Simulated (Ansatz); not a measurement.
Cubic perovskite KTaO₃ was calculated with HSE06 (PAW; Ansatz, a first-principles code).

Numerical settings: plane-wave cutoff 520 eV, 6×6×6 k mesh, scalar-relativistic PAW data made under PBE.

Cell (relaxed at this level):

```
KTaO3
1.0
    3.98620     0.00000     0.00000
    0.00000     3.98620     0.00000
    0.00000     0.00000     3.98620
K Ta O
1 1 3
Direct
  0.00000   0.00000   0.00000
  0.50000   0.50000   0.50000
  0.50000   0.00000   0.50000
  0.00000   0.50000   0.50000
  0.50000   0.50000   0.00000
```

Question: Predict the Voigt–Reuss–Hill bulk modulus, elastic constant C44, elastic constant C11 and elastic constant C12.

Answer: 
* **Voigt–Reuss–Hill bulk modulus**: 212 GPa
* **elastic constant C44**: 109 GPa
* **elastic constant C11**: 466 GPa
* **elastic constant C12**: 85.1 GPa

Measured, for comparison: elastic constant C44 109 GPa, elastic constant C11 431 GPa, elastic constant C12 103 GPa (temperature not stated, not corrected to a static lattice; as tabulated in arXiv:2111.11352). Computed (rounded) less measured: elastic constant C44 0.0 %, elastic constant C11 +8 %, elastic constant C12 -17 %. A static lattice is as a rule a little smaller and stiffer than an uncorrected measurement, which narrows the difference in the elastic constant C11 and would widen misses of the other sign.

Elastic constants are with the ions relaxed.

Spin–orbit coupling is not included.

Static lattice: no zero-point or thermal effects.

Cost on a shared machine: very roughly 40 core-minutes.
